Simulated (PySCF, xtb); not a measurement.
Acid–base and redox partners of C=C=C. Isolated molecules, 0 K electronic values unless said otherwise. Strings in code marks are SMILES.

Quantity: gas-phase deprotonation enthalpy at 298 K, in kcal/mol. Enthalpy corrections at 298 K come from GFN2-xTB frequencies (xtb).

Level: B3LYP-D3(BJ)/def2-TZVPD // PBE0-D4/def2-TZVPD (PySCF).

```tsv
species	E (Ha)	H(298 K) − E (Ha)
`C=C=C`	-116.71455	0.05846
`[CH-]=C=C`	-116.09023	0.04356
H+	0	0.00236
```

Work out the gas-phase deprotonation enthalpy at 298 K.

H = E + (H − E) for each species, with 5/2 RT for the lone particle. The enthalpy of the separated products less that of the bound species is 0.61178 Ha, or 383.9 kcal/mol.
